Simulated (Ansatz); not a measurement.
# 1T (CdI2-type) HfS2

The numbers are results of PBE0 (plane waves, PAW; Ansatz, a quantum-chemistry and plane-wave program), not measurements.

Numerical settings: plane-wave cutoff 460 eV, 9×9×4 k mesh (along the axes of the cell as run), Fermi–Dirac smearing 0.01 eV, scalar-relativistic PAW data made under PBE.

Cell (measured lattice):

```
CELL_PARAMETERS angstrom
      3.63500     0.00000     0.00000
     -1.81750     3.14800     0.00000
      0.00000     0.00000     5.83700
ATOMIC_POSITIONS crystal
  Hf 0.00000 0.00000 0.00000
  S  0.33333 0.66667 0.24471
  S  0.66667 0.33333 0.75529
```

```json
{
  "band_gap": "2.53 eV",
  "smallest_direct_gap_on_the_k_points_sampled": "3.52 eV",
  "direct gap at Γ": "3.53 eV"
}
```

Measured, for comparison: band gap 1.8 eV (temperature not stated, not corrected to a static lattice, fundamental, indirect, our sources range from 1.80 to 1.96; as tabulated in Rybak et al. (2022), arXiv:2210.12074).

Note: cell and atoms aren't relaxed at this level (pressure 1.6 GPa).

Spin–orbit coupling is not included.

Static lattice: no zero-point or thermal effects.

Computing time: about 3 core-minutes (a rough figure).
